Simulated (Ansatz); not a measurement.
## Equilibrium volume per atom of In (model structure, started from the lonsdaleite type, P6/mmm, No. 191, 4 atoms in the cell) at several levels of theory

No measured value is used here.

| level (code) | value (Å³/atom) |
|---|---|
| PBE (Ansatz) | 35.43 |
| PBEsol (Ansatz) | (withheld) |
| PBE-D3(BJ) (Ansatz) | 33.76 |

Question: What belongs in the gaps?

Answer: 
- PBEsol (Ansatz, a first-principles code), value (Å³/atom): 32.84

Ansatz's density-functional and Hartree–Fock values are scalar-relativistic unless marked +SOC, with PAW data made under PBE.

A model structure was made by putting elements into a prototype or built by hand; it is no filed structure, need not be a known phase, and can be a saddle point held by its symmetry.
